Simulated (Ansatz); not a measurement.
SnSe (Pnma, No. 62) was calculated with PBE in Ansatz (plane waves, PAW).

Run with plane-wave cutoff 520 eV, 4×8×8 k mesh (along the axes of the cell as run), Fermi–Dirac smearing 0.01 eV, scalar-relativistic PAW data made under PBE.

Computed at the level's own relaxed cell.

Problem. What does this level give for the band gap, smallest direct gap on the k points sampled and Γ–Γ gap?

Solution. 
band gap: 0.62 eV
smallest direct gap on the k points sampled: 0.91 eV
Γ–Γ gap: 1.28 eV

Measured, for comparison: band gap 0.91 eV (temperature not stated, not corrected to a static lattice, compiled measured gap; kind and temperature not stated; as tabulated in Kothakonda et al. (2022), arXiv:2208.02841).

Note: the volume lies 7 % above that of the published cell.

Spin–orbit coupling is not included.

The computed numbers hold no vibrational or temperature effects.

Ansatz is an electronic-structure program.
